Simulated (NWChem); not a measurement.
Species: pyrazine (C4H4N2); SMILES c1nccnc1

Computed with NWChem. All runs use the structure optimised with B3LYP/6-31G* (spherical d).

Q: Predict the results for PBE0/def2-TZVP. Quantities: highest occupied level (eV); orbital gap (eV).

A: The highest occupied level (eV) is -7.35. The orbital gap (eV) is 5.75.
